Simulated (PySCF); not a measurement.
# SiH⁻ (triplet): basis, grid and Hamiltonian

Which parts of the numerical set-up matter for SiH⁻ (triplet)? Each run edits the base script.

The runs use PySCF 2.14.0; each script names its method and basis.

### 1 Where the work starts

SiH⁻ (triplet): 2 atoms, charge -1, spin multiplicity 3.

Bond lengths: Si1–H2 1.458 Å.

### 2 The run that the others are compared with

input.py reads:

```python
from pyscf import gto, scf, mcscf

mol = gto.M(
    atom='Si 0 0 0; H 0 0 1.458',
    basis='cc-pvtz-dk',
    charge=-1,
    spin=2,
    verbose=4,
)
mf = scf.ROHF(mol)
mf = mf.sfx2c1e()
mf.kernel()
mc = mcscf.CASCI(mf, 3, 2)
mc.kernel()
mc.analyze()
mf.dip_moment()
print('orbital energies (hartree):', mf.mo_energy[..., max(0, mol.nelec[1]-3):mol.nelec[0]+3].round(4))
```

Launch:

```console
> OMP_NUM_THREADS=1 python input.py
```

The log of this run is left out.

Base result: E(SCF) = -290.051662 Eh, 8 cycles, E(CAS) − E(SCF) = 0.00000 Eh.

The bond length is a typed value, not an optimised one. The dipole of an ion depends on the origin. The triplet is typed in the script; nothing here shows that it is the ground state.

### 3 Def2-tzvpp (X2C off)

Edit 1 changes basis set: cc-pvtz-dk → def2-tzvpp; spin-free X2C: on → off.

input.py reads:

```python
from pyscf import gto, scf, mcscf

mol = gto.M(
    atom='Si 0 0 0; H 0 0 1.458',
    basis='def2-tzvpp',
    charge=-1,
    spin=2,
    verbose=4,
)
mf = scf.ROHF(mol)
mf.kernel()
mc = mcscf.CASCI(mf, 3, 2)
mc.kernel()
mc.analyze()
mf.dip_moment()
print('orbital energies (hartree):', mf.mo_energy[..., max(0, mol.nelec[1]-3):mol.nelec[0]+3].round(4))
```

Launch:

```console
> OMP_NUM_THREADS=1 python input.py
```

### 4 Lanl2dz (core potential on, X2C off)

Edit 2 changes basis set: cc-pvtz-dk → lanl2dz; core potential: off → on; spin-free X2C: on → off. The core potential changes with it: totals don't compare.

Changes to input.py since step 2:

```diff
@@ -4,3 +4,4 @@
     atom='Si 0 0 0; H 0 0 1.458',
-    basis='cc-pvtz-dk',
+    basis='lanl2dz',
+    ecp={'Si': 'lanl2dz'},
     charge=-1,
@@ -10,3 +11,2 @@
 mf = scf.ROHF(mol)
-mf = mf.sfx2c1e()
 mf.kernel()
```

### 5 Cartesian functions on

Edit 3 changes Cartesian functions: off → on.

Changes to input.py since step 2:

```diff
@@ -7,2 +7,3 @@
     spin=2,
+    cart=True,
     verbose=4,
```

### 6 Density fitting weigend

Edit 4 changes density fitting: none → weigend.

Changes to input.py since step 2:

```diff
@@ -11,2 +11,3 @@
 mf = mf.sfx2c1e()
+mf = mf.density_fit(auxbasis='weigend')
 mf.kernel()
```

Q: Predict the outcome of this session. Wanted: for each run, E(SCF); from base.

**Answer**, as computed:

| run | E(SCF) (hartree) | from base (eV) | cycles | functions |
| --- | --- | --- | --- | --- |
| base | -290.051662 | 0 | 8 | 48 |
| def2-tzvpp (X2C off) | -289.447175 | not comparable | 8 | 56 |
| lanl2dz (core potential on, X2C off) | -4.256721 | not comparable | 7 | 10 |
| Cartesian functions on | -290.053246 | -0.0431 | 8 | 54 |
| density fitting weigend | -288.178606 | +50.9685 | 8 | 48 |

In words: The largest comparable shift of the SCF energy, +50.968 eV, comes with the run “density fitting weigend”.
